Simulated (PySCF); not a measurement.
2-methyl-1,4-pentadiene, C6H10.
SMILES: `CC(=C)CC=C`

Torsions of this conformer, `[CH2:1]=[CH:2][CH2:3][C:4](=[CH2:5])[CH3:6]`: C1–C2–C3–C4 119°, C2–C3–C4–C5 109°.

The closed-shell ground state was solved at several levels (PySCF, density fitting, gas phase, non-relativistic). Geometry: GFN2-xTB, one conformer, isolated molecule.

| level | basis functions | HOMO (eV) | LUMO (eV) | gap (eV) | dipole (D) |
| --- | --- | --- | --- | --- | --- |
| B3LYP/def2-SVPD | 200 | -7.00 | -0.29 | 6.71 | 0.28 |
| PBE0/pcSseg-1 | 152 | -7.20 | 0.05 | 7.25 | 0.29 |

Problem. Estimate the row for PBE0/def2-SVPD, a basis of 200 functions; the other rows only guide the guess.

Solution. HOMO -7.21 eV, LUMO -0.05 eV, gap 7.16 eV, dipole 0.28 D.

Problem. Over all these levels, which gives the widest orbital gap and which the narrowest?

Solution. PBE0/pcSseg-1 (global hybrid, 25 % exact exchange) has the widest, 7.25 eV, and B3LYP/def2-SVPD (global hybrid, 20 % exact exchange) the narrowest, 6.71 eV. Functional and basis both differ between the two, so the spread mixes both effects.

Problem. How far do the dipole and the HOMO energy spread over the levels?

Solution. The dipole runs from 0.28 to 0.29 D (mean 0.28 D) and the HOMO from -7.21 to -7.00 eV.
